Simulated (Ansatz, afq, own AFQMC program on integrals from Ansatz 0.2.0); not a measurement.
Where AFQMC and coupled cluster stand for Al2H2⁺, doublet

| atom | x (Å) | y (Å) | z (Å) |
| --- | --- | --- | --- |
| Al | 0.0000 | 0.0000 | 1.1500 |
| Al | 0.0000 | 0.0000 | -1.1500 |
| H | 0.0000 | 0.0000 | 2.7245 |
| H | 0.0000 | 0.0000 | -2.7245 |

Connectivity, by distances: AlH–AlH.

Basis cc-pVDZ. Noble-gas cores (and the filled d shells of Ga–Kr and In–Xe) are frozen. AFQMC by an in-house program on the Cholesky factors that Ansatz 0.2.0 writes for its CCSD(T) run. ph-AFQMC/CISD is guided by a CISD state made of CCSD amplitudes; releasing the constraint for a short imaginary time cuts its bias at the price of noise, slowly where states lie close. Error bars are statistical, one sigma.

Determinant: UHF, the one that the program's search chose, which needn't be the lowest solution. The geometry is a PBE0/def2-TZVP stationary point of this or a neighbouring charge and spin state.

Full CI is exact in this basis; its frozen core comes from its own orbitals, which moves totals by up to a few meV.

Cautions: full CI with its own frozen core.

The T1 diagnostic is 0.0162, the weight of the determinant in the CISD state is 0.903 and the ⟨S²⟩ of the determinant is 0.760. The size of the correlated space is 7 electrons in 36 orbitals.

| level | correlation energy (eV) |
| --- | --- |
| MP2 | -2.3502 |
| CCSD | -3.1670 |
| CCSD(T) | -3.2400 |

Q: Estimate where full CI lies against CCSD(T) in the same basis.

A: 1.13 mEh below CCSD(T).

Reference: full CI, correlation energy -3.271 eV. The released energy is read at 2.40 1/Eh (meV from the phaseless value at times in 1/Eh: -1.7 ± 1.7 at 0.24, -2.9 ± 1.6 at 0.51, -4.9 ± 1.9 at 0.99, -7.3 ± 1.2 at 1.62, -7.0 ± 1.6 at 2.40). CCSDTQ lies 0.1 meV above full CI, in part by the other frozen core, which shifts every row alike, so rows that close can't be ranked against it.

```
         level  E − E(reference) (mEh)  share of correlation (%)
       CCSD(T)                    1.13                     99.06
         CCSDT                    0.14                     99.89
      CCSDT(Q)                    0.03                     99.98
        CCSDTQ                    0.00                    100.00
 ph-AFQMC/CISD             0.34 ± 0.06                     99.72
released AFQMC             0.08 ± 0.06                     99.93
```

CCSDT and higher add their correlation energy to the determinant of the CCSD(T) run, since their own runs factorise the integrals more tightly (a shift of under 2 meV). A walk keeps the symmetry of its determinant, which the program's search chose and which needn't be the lowest solution, so a lower state of the same spin and another symmetry isn't excluded. Released energies are given only where the last usable release times agree within the noise; a slower fall can still hide under it.
